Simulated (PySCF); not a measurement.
These are PBE0-D4/def2-TZVP in PySCF values and carry that method's errors. Gas-phase values, no solvent. 

Reference species (SMILES): `[SiH2]Br` (neutral, multiplicity 2).

- highest occupied spin orbital = -6.53 eV

Changed species: `[CH2]C` (radical fragment; the reference has radical fragment).

**Question.** Predict the effect on the highest occupied spin orbital.

**Answer.** the highest occupied spin orbital rises by 0.61 eV, to -5.92 eV.
